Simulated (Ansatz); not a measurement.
Ansatz (a program for electronic structure) input (HF/3-21G): The .json file is the Basis Set Exchange's 3-21G.

Ansatz 0.2 input:
```yaml
crystal:
  periodic: [false, false, false]
  atoms:
    - {symbol: C, position_ang: [-0.00804172, -0.19043073, 1.22297279]}
    - {symbol: N, position_ang: [0.04816439, 0.65048946, 0.00395889]}
    - {symbol: C, position_ang: [-0.01899526, -0.17472011, -1.22519511]}
    - {symbol: H, position_ang: [0.82170629, -0.89256369, 1.24235507]}
    - {symbol: H, position_ang: [0.04327191, 0.44458953, 2.09459053]}
    - {symbol: H, position_ang: [-0.93188303, -0.76277497, 1.25103383]}
    - {symbol: H, position_ang: [0.81050579, -0.87649885, -1.26101048]}
    - {symbol: H, position_ang: [0.02455371, 0.47143698, -2.08901557]}
    - {symbol: H, position_ang: [-0.94308354, -0.74671012, -1.25233171]}
basis:
  gaussian:
    orbitals: 3-21G.json
hamiltonian:
  xc: {name: HF}
magnetization: {spin_polarized: true, initial_magnetization: 1}
phonons: {temperatures: {t_min: 298.15, t_max: 298.15, t_step: 100}}
```

Q: Which harmonic wavenumbers does it give?

A: 115, 146, 436, 862, 1044, 1056, 1125, 1230, 1306, 1565, 1593, 1644, 1660, 1664, 1680, 3159, 3168, 3205, 3213, 3284, 3287 cm⁻¹ (unscaled; negative means imaginary).
